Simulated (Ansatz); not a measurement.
Consider the substitution at a C–C bond: `CC(C)=CO` + H₂S → `C/C(S)=C/O` + CH₄.

Gas-phase electronic energies from Ansatz, PBE0-D4/def2-TZVP geometries. CBS: MP2 limit from def2 TZ/QZ plus the TZ coupled-cluster correction, frozen cores. This one scheme is used for every species. DFT in def2-TZVPP. B3LYP here is the variant with VWN-RPA as its local correlation; programs differ in this. Each species was taken in one conformer, which may not be the lowest.

Is it downhill or uphill in electronic energy at CCSD(T)/CBS, and by how much? (Best estimate.)

The calculation gave: Downhill: ΔE = -3.1 kJ/mol.

What do these levels give: r2SCAN-D4, PBE0-D4, r2SCAN, PBE0, B3LYP, HF/def2-TZVPP, MP2/def2-TZVPP, SCS-MP2/def2-TZVPP, HF/def2-QZVPP, HF/CBS(def2), MP2/CBS(def2), CCSD/CBS(def2)? (Estimate.)

Ansatz gave: r2SCAN-D4 -9.0, PBE0-D4 -5.6, r2SCAN -8.9, PBE0 -4.3, B3LYP -3.8, HF/def2-TZVPP 7.7, MP2/def2-TZVPP -6.0, SCS-MP2/def2-TZVPP -2.9, HF/def2-QZVPP 7.8, HF/CBS(def2) 7.8, MP2/CBS(def2) -9.1, CCSD/CBS(def2) 0.3 kJ/mol.

Largest T1 diagnostic among the species: 0.012.

From PBE to PBE0 (25 % exact exchange), in def2-TZVPP and without D4, ΔE moves by +4.3 kJ/mol. In def2-TZVPP, CCSD(T) changes the Hartree–Fock value by −7.8 kJ/mol (the triples alone add −3.4 kJ/mol) and MP2 by −13.7 kJ/mol.
